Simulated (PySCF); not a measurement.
## A small calculation by hand: dipole moment from atomic charges

hydrogen peroxide (H₂O₂), SMILES OO. Atoms are numbered in the order given.

```xyz
4

O      0.1158     0.7234    -0.0576
O     -0.1158    -0.7234    -0.0576
H     -0.6597     1.0155     0.4612
H      0.6597    -1.0155     0.4612
```
Charge 0, spin multiplicity 1.

Geometry optimised at PBE-D3(BJ)/def2-TZVP.

Charges (e) from PBE0/def2-TZVPD run with PySCF:

```json
[
 {"atom": "O1", "IAO": "-0.385", "ESP fit": "-0.374"},
 {"atom": "O2", "IAO": "-0.385", "ESP fit": "-0.374"},
 {"atom": "H3", "IAO": "0.385", "ESP fit": "0.374"},
 {"atom": "H4", "IAO": "0.385", "ESP fit": "0.374"}
]
```

The dipole moment of the full density is 1.71 D.

What dipole moment does each set of point charges give, and which comes closer to that of the density?


μ = Σ q r, and 1 e Å = 4.8032 D.
IAO: Σ q r = (0.000, 0.000, 0.399) e Å, |μ| = 1.92 D.
ESP fit: Σ q r = (0.000, 0.000, 0.388) e Å, |μ| = 1.86 D.
ESP fit comes closer in size. Point charges leave out the atoms' own dipoles (lone pairs, polarised bonds); fits to the potential absorb them, partitions of the density don't.
